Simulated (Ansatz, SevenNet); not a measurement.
For B20 (FeSi-type) FeSi, the machine-learned potential SevenNet-0 (trained on PBE and PBE+U data) gives:

* **equilibrium lattice constant a**: 4.449 Å
* **elastic constant C11**: 232 GPa
* **elastic constant C44**: 68.0 GPa
* **polycrystal shear modulus**: 59.8 GPa
* **enthalpy of formation**: -0.567 eV/atom

Task: What does PBE0 in Ansatz (plane waves, PAW) give for the same quantities?

Result: 
- lattice constant a: 4.380 Å (falls by 1.6 %)
- elastic constant C11: 487 GPa (rises by 110 %)
- elastic constant C44: 202 GPa (rises by 200 %)
- Voigt–Reuss–Hill shear modulus: 188 GPa (grows by 210 %)
- formation enthalpy: -0.049 eV/atom (moves by +0.518 eV/atom)

For comparison: lattice constant a 4.483 Å (measured, temperature not stated, no zero-point or thermal correction; as tabulated in Wikipedia's data pages); elastic constant C11 317 GPa (measured, temperature not stated, no zero-point or thermal correction; as tabulated in S\"ule et al. (2014), arXiv:1401.1310); elastic constant C44 125 GPa (measured, temperature not stated, no zero-point or thermal correction; as tabulated in S\"ule et al. (2014), arXiv:1401.1310); formation enthalpy -0.400 ± 0.02 eV/atom (measured, 298 K, copied from a table, unchecked, no zero-point or thermal correction; as tabulated in Wang et al. (2021), doi:10.1038/s41598-021-94550-5).

Changes are worked out from the printed values.

Unless a cell is named, each level is at its own relaxed cell (SevenNet-0 11.00, PBE0 10.50 Å³/atom).

The crystal itself was run without spin with PBE0; a magnetic state was not tried in these runs.

Ansatz's density-functional and Hartree–Fock values are scalar-relativistic unless marked +SOC, with PAW data made under PBE.

Ansatz is a quantum-chemistry and plane-wave program.
